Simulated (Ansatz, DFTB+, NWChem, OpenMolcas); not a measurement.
HOCN: which of these isomers lies lowest?

2 of its isomers, all singlets with charge 0: A = cyanic acid `N#CO`; B = isocyanic acid `N=C=O`.

Shapes, held fixed at every level: PBE0-D4/def2-TZVP. Programs: Ansatz 0.2.0, DFTB+ 25.1, NWChem 7.3.0, OpenMolcas 26.06. A level may come from different programs for different species; with the same settings they agree closely.

A:

```xyz
4

N    -1.3430   -0.1633    0.8844
C    -0.4319    0.0726    0.2189
O     0.5583    0.3988   -0.5411
H     1.2166   -0.3082   -0.5622
```

B:

```xyz
4

N     0.5050   -0.3908   -0.4226
C    -0.4623    0.1608    0.0464
O    -1.4618    0.6452    0.3834
H     1.4190   -0.4152   -0.0072
```

Electronic energies in kJ/mol, without zero-point or thermal terms.

Which isomer should be the most stable, and roughly by how much?

B < A in rising energy, over a span of 102 kJ/mol, by CCSD(T)/CBS estimate. All levels agree on that. The B − A difference spans -130.0 to -71.6 kJ/mol over the levels. The CBS estimate extrapolates MP2 from def2-TZVPP and def2-QZVPP and adds CCSD(T) − MP2 in the triple-zeta set, cores frozen.

```json
{"level": "DFTB2-D4", "kind": "semi-empirical", "B − A": "-71.6"}
{"level": "HF/def2-TZVPP", "kind": "Hartree–Fock", "B − A": "-102.5"}
{"level": "PBE-D4/def2-TZVPP", "kind": "GGA", "B − A": "-127.4"}
{"level": "TPSS/cc-pVTZ", "kind": "meta-GGA", "B − A": "-124.7"}
{"level": "r2SCAN-D4/def2-TZVPP", "kind": "meta-GGA", "B − A": "-130.0"}
{"level": "B3LYP/6-31G* (spherical functions)", "kind": "global hybrid", "B − A": "-123.6"}
{"level": "B3LYP-D4/def2-TZVPP", "kind": "global hybrid", "B − A": "-119.8"}
{"level": "CCSD(T)/def2-TZVPP", "kind": "coupled cluster or CI", "B − A": "-100.4"}
{"level": "CCSD(T)/CBS estimate", "kind": "coupled cluster or CI", "B − A": "-102.3"}
```
